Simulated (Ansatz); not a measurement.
A made-up structure of LiSiH2O (charge +1), singlet:

```
5
angstrom
Li 1.9557 -1.7927 -0.0964
O -0.6621 -0.0956 0.5648
Si 0.4968 0.0719 -0.4238
H 0.8202 -0.9846 -1.3997
H 1.3209 1.2941 -0.4268
```

It is relaxed with PBE-D4/def2-SVP and then PBE0-D4/def2-TZVP (Ansatz 0.2.0). Atoms count as bonded within 1.22 times the sum of their covalent radii (H–H: 0.88 Å). The end point is not checked to be a true minimum.

(1) Does its bonding change? (A judgement: the text doesn't fix the answer.)

Answers

(1) The calculation gives: Yes. Formed: Li1–O2; broken: Li1–Si3, Li1–H4.

Where it ends: The first stage lowers the energy by 2.89 eV in 14 steps. It ends as LiSiH₂O ([Li][O][SiH2]), total charge +1:
Li1  (0.562, -2.307, 1.303)
O2  (0.710, -0.972, 0.201)
Si3  (0.843, 0.203, -0.774)
H4  (1.279, -0.011, -2.165)
H5  (0.538, 1.581, -0.347)
(Å)

Labels in which every atom is bracketed show which atoms are joined, not bond orders.

For scale, one of the runs: PBE0-D4/def2-TZVP relaxation, 94 basis functions, launched by `ansatz run in.yaml --threads 2 --pin off --events-out ev --progress --plain --max-ram 4352MiB`. The run took about 5 s on 2 CPU threads of an Arm Neoverse V2 (shared host).
